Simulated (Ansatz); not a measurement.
CH6Si (`C[SiH3]`): measurement beside calculation (Ansatz, PBE0-D4/def2-TZVP geometry).

```xyz
8

C    -0.903   -0.208   -0.341
Si    0.808    0.186    0.306
H    -1.527   -0.633    0.447
H    -0.851   -0.929   -1.160
H    -1.393    0.694   -0.714
H     0.735    1.167    1.422
H     1.656    0.768   -0.770
H     1.476   -1.045    0.810
```

Enthalpy of formation at 298 K: -7.0 kcal/mol (zero for an element's reference state; older measured values of the G2 set, as listed by Staroverov and co-workers, J. Chem. Phys. 119, 12129, 2003). With their computed zero-point and thermal terms and the atoms' enthalpies of Curtiss and co-workers (1997) it gives an electronic atomization energy of 627.2 kcal/mol.

| level | atomization (kcal/mol) | error | error per bond |
| --- | --- | --- | --- |
| LDA (SPW92) | 690.7 | 63.5 | 9.1 |
| PBE-D4 | 624.9 | -2.3 | -0.3 |
| revPBE-D4 | 616.6 | -10.6 | -1.5 |
| BLYP-D4 | 622.6 | -4.6 | -0.7 |
| r2SCAN-D4 | 627.8 | 0.6 | 0.1 |
| B97M-V | 630.8 | 3.6 | 0.5 |
| PBE0-D4 | 623.5 | -3.7 | -0.5 |
| B3LYP-D4 | 629.8 | 2.6 | 0.4 |
| r2SCANh-D4 | 626.7 | -0.5 | -0.1 |
| r2SCAN0-D4 | 625.1 | -2.1 | -0.3 |
| HSE06-D4 | 623.8 | -3.4 | -0.5 |
| BHLYP-D4 | 622.7 | -4.5 | -0.6 |
| CAM-B3LYP-D4 | 631.8 | 4.6 | 0.7 |
| ωB97X-V | 631.1 | 3.9 | 0.6 |
| ωB97M-V | 629.8 | 2.6 | 0.4 |
| B2PLYP | 622.6 | -4.6 | -0.7 |
| PBE-QIDH | 622.6 | -4.6 | -0.7 |
| PBE | 622.5 | -4.7 | -0.7 |
| revPBE | 608.6 | -18.6 | -2.7 |
| BLYP | 617.3 | -9.9 | -1.4 |
| r2SCAN | 627.3 | 0.1 | 0.0 |
| PBE0 | 621.6 | -5.6 | -0.8 |
| B3LYP | 626.0 | -1.2 | -0.2 |
| r2SCANh | 626.1 | -1.1 | -0.2 |
| r2SCAN0 | 624.5 | -2.7 | -0.4 |
| HSE06 | 622.0 | -5.2 | -0.7 |
| BHLYP | 620.0 | -7.2 | -1.0 |
| CAM-B3LYP | 629.9 | 2.7 | 0.4 |
| LC-ωPBE | 622.4 | -4.8 | -0.7 |
| HF/def2-TZVPP | 489.0 | -138.2 | -19.7 |
| MP2/def2-TZVPP | 612.0 | -15.2 | -2.2 |
| SCS-MP2/def2-TZVPP | 618.9 | -8.3 | -1.2 |
| CCSD/def2-TZVPP | 612.4 | -14.8 | -2.1 |
| CCSD(T)/def2-TZVPP | 616.6 | -10.6 | -1.5 |
| HF/def2-QZVPP | 489.8 | -137.4 | -19.6 |
| MP2/def2-QZVPP | 619.7 | -7.5 | -1.1 |
| SCS-MP2/def2-QZVPP | 627.7 | 0.5 | 0.1 |
| CCSD/def2-QZVPP | 619.4 | -7.8 | -1.1 |
| CCSD(T)/def2-QZVPP | 624.0 | -3.2 | -0.5 |
| HF/CBS(def2) | 489.9 | -137.3 | -19.6 |
| MP2/CBS(def2) | 624.9 | -2.3 | -0.3 |
| CCSD/CBS(def2) | 624.1 | -3.1 | -0.4 |
| CCSD(T)/CBS(def2) | 629.0 | 1.8 | 0.3 |

Functionals use def2-TZVPP; B3LYP here is the variant with VWN-RPA as its local correlation; programs differ in this. The calculations leave out spin–orbit coupling, scalar relativity and, for the correlated methods, core correlation; together these are worth up to about 1 kcal/mol a heavy atom. HSE06 is defined as in plane-wave codes. CBS extrapolates def2-TZVPP and def2-QZVPP. T1 = 0.012.
